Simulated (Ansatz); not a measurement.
Ansatz (a quantum-chemistry and plane-wave program) input file for C2H6O, SMILES CCO (connectivity only; charge and spin as stated), charge +1, multiplicity 2, PBE0-D3(BJ)/def2-TZVP. 

Ansatz 0.2 input:
```yaml
crystal:
  periodic: [false, false, false]
  atoms:
    - {symbol: C, position_ang: [-0.20860130, -1.21619793, -0.00000000]}
    - {symbol: C, position_ang: [0.49084580, 0.09495960, -0.00000000]}
    - {symbol: O, position_ang: [-0.21743565, 1.24089160, 0.00000000]}
    - {symbol: H, position_ang: [0.49870441, -2.04193693, 0.00000000]}
    - {symbol: H, position_ang: [-0.87500015, -1.32368032, -0.86615254]}
    - {symbol: H, position_ang: [-0.87500016, -1.32368031, 0.86615254]}
    - {symbol: H, position_ang: [1.24280216, 0.17041712, 0.83526471]}
    - {symbol: H, position_ang: [1.24280216, 0.17041712, -0.83526471]}
    - {symbol: H, position_ang: [-1.18829027, 1.14876054, -0.00000000]}
basis:
  gaussian:
    orbitals: def2-TZVP
hamiltonian:
  xc: pbe0
  dispersion: d3bj
total_charge: 1
magnetization: {spin_polarized: true, initial_magnetization: 1}
relax: {f_tol: 0.002, max_steps: 200}
```

Output:

```
WARN ansatz: RAYON_NUM_THREADS=1 ignored (pool sized by the plan → 1); use --threads N
Functional definition: PBE0
integrals: 0.03 GiB planned
775 factors; their error is unknown
mean field: 0.48 GiB planned
mean field evaluation 1: about -4193.8351 eV, gradient 5.4e1 eV
mean field evaluation 2: about -4187.4380 eV, gradient 6.7e1 eV
mean field evaluation 4: about -4205.3307 eV, gradient 5.4e0 eV
mean field evaluation 8: about -4205.4493 eV, gradient 1.7e-1 eV
mean field evaluation 16: about -4205.4413 eV, gradient 1.4e-4 eV
mean field -4205.44127206 eV, -154.5471161975 hartree, gradient 8.4e-6 eV, S^2 0.755427; 0 other end points of the search recorded, 0 dependent functions left out
the calculation of the forces begins
reference -4205.44129653 eV, -154.5471170971 hartree; 13, 12 occupied and 116, 117 virtual orbitals, 775 factors
relax step   1: F+E_penalty+E_count = -4205.53703667 eV  Δ(F+E_penalty+E_count) = +0.000e0 eV  max|allowed force component| = 8.944e-1 eV/Å  Δτ_max = 0.0000 Å  (35 SCF iters, accepted)
these checks for a lower state are left out or cut short: starts, cluster_reference, orbital_swaps, neighbouring_geometries, increment
integrals: 0.03 GiB planned
775 factors; their error is unknown
mean field: 0.48 GiB planned
mean field -4205.48719326 eV, -154.5488037707 hartree, gradient 2.2e-5 eV, S^2 0.755397; 0 other end points of the search recorded, 0 dependent functions left out
the calculation of the forces begins
reference -4205.48721779 eV, -154.5488046721 hartree; 13, 12 occupied and 116, 117 virtual orbitals, 775 factors
relax step   2: F+E_penalty+E_count = -4205.58288882 eV  Δ(F+E_penalty+E_count) = -4.585e-2 eV  max|allowed force component| = 4.913e-1 eV/Å  Δτ_max = 0.0320 Å  (37 SCF iters, accepted)
these checks for a lower state are left out or cut short: starts, cluster_reference, orbital_swaps, neighbouring_geometries, increment
integrals: 0.03 GiB planned
775 factors; their error is unknown
mean field: 0.48 GiB planned
mean field evaluation 32: about -4205.4988 eV, gradient 2.4e-4 eV
mean field -4205.49879762 eV, -154.5492302231 hartree, gradient 1.1e-5 eV, S^2 0.755362; 0 other end points of the search recorded, 0 dependent functions left out
the calculation of the forces begins
reference -4205.49882217 eV, -154.5492311253 hartree; 13, 12 occupied and 116, 117 virtual orbitals, 775 factors
relax step   3: F+E_penalty+E_count = -4205.59449874 eV  Δ(F+E_penalty+E_count) = -1.161e-2 eV  max|allowed force component| = 5.692e-2 eV/Å  Δτ_max = 0.0287 Å  (37 SCF iters, accepted)
these checks for a lower state are left out or cut short: starts, cluster_reference, orbital_swaps, neighbouring_geometries, increment
integrals: 0.03 GiB planned
775 factors; their error is unknown
mean field: 0.48 GiB planned
mean field -4205.49898430 eV, -154.5492370835 hartree, gradient 1.7e-5 eV, S^2 0.755371; 0 other end points of the search recorded, 0 dependent functions left out
the calculation of the forces begins
reference -4205.49900884 eV, -154.5492379854 hartree; 13, 12 occupied and 116, 117 virtual orbitals, 775 factors
relax step   4: F+E_penalty+E_count = -4205.59470095 eV  Δ(F+E_penalty+E_count) = -2.022e-4 eV  max|allowed force component| = 3.292e-2 eV/Å  Δτ_max = 0.0053 Å  (37 SCF iters, accepted)
these checks for a lower state are left out or cut short: starts, cluster_reference, orbital_swaps, neighbouring_geometries, increment
integrals: 0.03 GiB planned
775 factors; their error is unknown
mean field: 0.48 GiB planned
mean field -4205.49903430 eV, -154.5492389210 hartree, gradient 1.6e-5 eV, S^2 0.755371; 0 other end points of the search recorded, 0 dependent functions left out
the calculation of the forces begins
reference -4205.49905884 eV, -154.5492398228 hartree; 13, 12 occupied and 116, 117 virtual orbitals, 775 factors
relax step   5: F+E_penalty+E_count = -4205.59475329 eV  Δ(F+E_penalty+E_count) = -5.234e-5 eV  max|allowed force component| = 1.101e-2 eV/Å  Δτ_max = 0.0012 Å  (38 SCF iters, accepted)
these checks for a lower state are left out or cut short: starts, cluster_reference, orbital_swaps, neighbouring_geometries, increment
integrals: 0.03 GiB planned
775 factors; their error is unknown
mean field: 0.48 GiB planned
mean field -4205.49903552 eV, -154.5492389657 hartree, gradient 1.6e-5 eV, S^2 0.755372; 0 other end points of the search recorded, 0 dependent functions left out
the calculation of the forces begins
reference -4205.49906006 eV, -154.5492398675 hartree; 13, 12 occupied and 116, 117 virtual orbitals, 775 factors
relax step   6: F+E_penalty+E_count = -4205.59475820 eV  Δ(F+E_penalty+E_count) = -4.911e-6 eV  max|allowed force component| = 1.454e-3 eV/Å  Δτ_max = 0.0005 Å  (38 SCF iters, accepted)
integrals: 0.03 GiB planned
775 factors; their error is unknown
mean field: 0.48 GiB planned
mean field evaluation 64: about -4205.4990 eV, gradient 2.2e-4 eV
mean field -4205.49903552 eV, -154.5492389657 hartree, gradient 1.6e-5 eV, S^2 0.755372; 1 other end points of the search recorded, 0 dependent functions left out
the calculation of the forces begins
reference -4205.49906006 eV, -154.5492398675 hartree; 13, 12 occupied and 116, 117 virtual orbitals, 775 factors
Total energy: -4205.59478274 eV, -154.5527576113 hartree
Atom 0 at    -0.241979    -1.224426    -0.000000 Å, force     0.000923    -0.000021    -0.000000 eV/Å
Atom 1 at     0.468455     0.073070     0.000000 Å, force    -0.000906     0.000700    -0.000000 eV/Å
Atom 2 at    -0.206893     1.233771     0.000000 Å, force    -0.001341    -0.001454     0.000000 eV/Å
Atom 3 at     0.479351    -2.041808    -0.000000 Å, force     0.000102    -0.000130    -0.000000 eV/Å
Atom 4 at    -0.877615    -1.325772    -0.887445 Å, force    -0.000402    -0.000089    -0.000184 eV/Å
Atom 5 at    -0.877615    -1.325772     0.887445 Å, force    -0.000402    -0.000089     0.000184 eV/Å
Atom 6 at     1.273738     0.205569     0.794885 Å, force     0.000419     0.000012    -0.000141 eV/Å
Atom 7 at     1.273738     0.205569    -0.794885 Å, force     0.000419     0.000012     0.000141 eV/Å
Atom 8 at    -1.180354     1.119750    -0.000000 Å, force     0.001189     0.001058    -0.000000 eV/Å
Dipole moment:     0.007594    -0.021968     0.000000 e Å
```

The calculation finished and met its thresholds.
